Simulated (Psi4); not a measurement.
Reaction (SMILES): N#P (N-P) + 3 [H][H] (H2) → N (NH3) + P (PH3)
B3LYP-D3(BJ)/def2-TZVP geometries, fixed; electronic energies without zero-point terms.

The energy of full hydrogenation at MP2 with Psi4, in kcal/mol, split into its Hartree-Fock and correlation parts. Density fitting with the program's default auxiliary sets. Cores are frozen. No added dispersion term, no relativity. Functions are those of the species that has most.

| basis | X | functions | Hartree-Fock | MP2 |
|---|---|---|---|---|
| cc-pV(D+d)Z | 2 | 38 | -83.84 | -54.61 |
| cc-pV(T+d)Z | 3 | 81 | -80.99 | -57.60 |
| cc-pV(Q+d)Z | 4 | 154 | -80.98 | -58.76 |
| cc-pV(5+d)Z | 5 | 265 | -81.21 | -58.87 |

Worked estimate of the basis-set limit from each neighbouring pair, with Hartree-Fock from the larger set and the correlation part extrapolated as X^-3.
Correlation parts: X = 2: 29.23, X = 3: 23.39, X = 4: 22.22, X = 5: 22.34.
- (2,3): (27·(23.39) - 8·(29.23))/19 = 20.93; with Hartree-Fock -80.99 the estimate is -60.06 kcal/mol.
- (3,4): (64·(22.22) - 27·(23.39))/37 = 21.37; with Hartree-Fock -80.98 the estimate is -59.61 kcal/mol.
- (4,5): (125·(22.34) - 64·(22.22))/61 = 22.47; with Hartree-Fock -81.21 the estimate is -58.74 kcal/mol.
The last two estimates differ by 0.87 kcal/mol; the largest set lies 0.13 from the last. Over the last step Hartree-Fock moves by -0.23 and the correlation part by 0.12.
